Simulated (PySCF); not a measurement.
# SMILES N(/N=C\C)=C\C, C$_{4}$H$_{8}$N$_{2}$

Geometry:
| atom | x (Å) | y (Å) | z (Å) |
| --- | --- | --- | --- |
| C1 | -2.285 | -0.066 | -0.026 |
| C2 | -1.702 | 0.798 | 1.049 |
| N3 | -0.477 | 1.026 | 1.254 |
| N4 | 0.545 | 0.706 | 0.530 |
| C5 | 1.320 | -0.285 | 0.637 |
| C6 | 2.560 | -0.361 | -0.183 |
| H7 | -1.496 | -0.573 | -0.579 |
| H8 | -2.866 | 0.543 | -0.719 |
| H9 | -2.954 | -0.807 | 0.411 |
| H10 | -2.389 | 1.295 | 1.720 |
| H11 | 1.125 | -1.113 | 1.325 |
| H12 | 2.532 | -1.242 | -0.825 |
| H13 | 2.655 | 0.529 | -0.799 |
| H14 | 3.432 | -0.450 | 0.463 |

Method: PySCF, GIAO B3LYP/pcSseg-1 magnetisability, rotational g tensor and spin-rotation constants, non-relativistic, gas phase. Geometry: GFN2-xTB.

**Question.** Give the nuclear spin-rotation constants along the inertial axes (H = +C I·J) beside the isotropic shieldings.

**Answer.** Rotational constants 9.8112, 1.8397, 1.6448 GHz. A star marks the isotopologue with that one atom substituted, in its own axes.
```csv
atom,isotope,Caa (kHz),Cbb (kHz),Ccc (kHz),mean (kHz),σ (ppm)
N3,14N,3.098,0.377,0.149,1.208,-137.3
N4,14N,2.874,0.221,0.309,1.135,-129.8
H7,1H,-0.129,-0.110,-0.188,-0.142,29.8
H8,1H,-0.661,-0.192,-0.043,-0.299,30.3
H9,1H,-0.692,-0.174,-0.058,-0.308,30.4
H10,1H,0.286,-0.074,-0.163,0.016,25.5
H11,1H,-0.889,-0.192,0.136,-0.315,25.5
H12,1H,-0.988,0.044,-0.181,-0.375,29.8
H13,1H,-0.996,-0.212,0.056,-0.384,29.7
H14,1H,-0.210,-0.143,-0.143,-0.166,29.7
C1,13C*,1.679,0.238,0.205,0.707,167.7
C2,13C*,3.795,0.680,0.316,1.597,53.2
C5,13C*,3.472,0.376,0.634,1.494,54.8
C6,13C*,1.478,0.303,0.259,0.680,157.3
```
For the geometry as given, no vibrational averaging.

**Question.** How do the rotational constants and the g tensor change when H7, H8, H9, H10, H11, H12, H13, H14 are replaced by deuterium?

**Answer.** Constants 7.6016, 1.5177, 1.3676 GHz; g -0.0891, -0.0044, -0.0079, against -0.1142, -0.0053, -0.0093 before.
